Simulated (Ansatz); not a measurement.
Basis-set series for AlBClH$_{3}$ (`[AlH2][BH]Cl`). Charge 0, multiplicity 1. All single points use the PBE0-D4/def2-TZVP geometry.

```xyz
6

Al    0.966    0.249   -0.360
B    -0.970   -0.423    0.216
Cl   -1.798    0.485    1.470
H     1.139    1.321   -1.523
H     2.262   -0.278    0.397
H    -1.598   -1.354   -0.198
```

```tsv
functional	basis	functions	energy (Eh)	HOMO (eV)	LUMO (eV)
PBE0-D4	def2-SVP	65	-728.72201	-7.23	-2.04
PBE0-D4	def2-QZVPP	287	-729.01486	-7.31	-2.19
ωB97M-V	def2-SVP	65	-728.96340	-9.30	-0.03
ωB97M-V	def2-QZVPP	287	-729.25590	-9.43	-0.31
```

Give the rows for def2-TZVPP. (Best estimate.)

Computed: 
```tsv
functional	basis	functions	energy (Eh)	HOMO (eV)	LUMO (eV)
PBE0-D4	def2-TZVPP	157	-728.99225	-7.30	-2.16
ωB97M-V	def2-TZVPP	157	-729.23413	-9.41	-0.16
```
